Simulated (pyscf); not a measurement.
PySCF, gas phase, ωB97X-D3(BJ)/def2-SVP geometries.

Question: Estimate the classical barrier height and the reaction energy of •H₂Si–Cl + H₂ → H₃Si–Cl + H• at ωB97X-D3(BJ)/def2-TZVP. The step runs on the doublet surface, breaks H–H and forms H–Si; take the separated reactants as zero.

Answer: ΔE‡ = 67.6 kJ/mol, ΔE = +46.8 kJ/mol. ωB97M-D3(BJ)/def2-TZVP gives 68.6 kJ/mol and +47.8 kJ/mol. Zero-point energy shifts the barrier by -3.8 kJ/mol. It is a hydrogen abstraction, with an imaginary mode of 1021i cm⁻¹. This is the saddle that the search found; another between the same sides may lie lower. The angle at the transferred H is 178°.
